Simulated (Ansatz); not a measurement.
Input file:

```yaml
crystal:
  periodic: [false, false, false]
  atoms:
    - {symbol: Sn, position_ang: [0.000000, -0.014391, 0.000000]}
    - {symbol: H, position_ang: [0.000000, 0.847453, -1.482753]}
    - {symbol: H, position_ang: [0.000000, 0.847453, 1.482753]}
basis:
  gaussian: {orbitals: def2-SVP}
magnetization: {spin_polarized: false, initial_magnetization: 2}
correlation: {active_space: {ras: {orbitals: [2, 2, 23], electrons: 6, max_holes: 2, max_particles: 2}, fixed_orbitals: true}}
accuracy: high
```

```sh
$ ansatz run in.yaml --threads 1 --pin off --events-out ev --progress --plain --max-ram 2393MiB
```

The program prints:

```
825 factors; integrals over basis functions are off by at most 2.5e-9 eV
mean field evaluation 1: about -5834.7569 eV, gradient 6.7e0 eV
mean field evaluation 2: about -5834.7856 eV, gradient 6.7e0 eV
mean field evaluation 4: about -5835.3169 eV, gradient 8.8e-1 eV
mean field evaluation 8: about -5835.3246 eV, gradient 1.8e-1 eV
mean field evaluation 16: about -5835.3252 eV, gradient 2.2e-8 eV
mean field -5835.32522175 eV, -214.4442465738 hartree, gradient 2.2e-8 eV, S^2 2.000000; 0 other end points of the search recorded, 0 dependent functions left out
reference -5835.32522175 eV, -214.4442465738 hartree; 13, 11 occupied and 23, 25 virtual orbitals, 825 factors
state -5837.55496518 eV, -214.5261881337 hartree
Total energy: -5837.55496518 eV, -214.5261881337 hartree
```

Natural occupations: 1.9631 1.9486 0.9961 0.9914 0.0321 0.0213 0.0067 0.0061 0.0059 0.0058 0.0053 0.0038 0.0035 0.0031 0.0022 0.0010 0.0010 0.0008 0.0006 0.0005 0.0005 0.0002 0.0001 0.0000.

Ran on 1 thread of Intel Xeon Platinum 8259CL, shared host: 1.5 s wall, 0.1 GiB peak host memory.
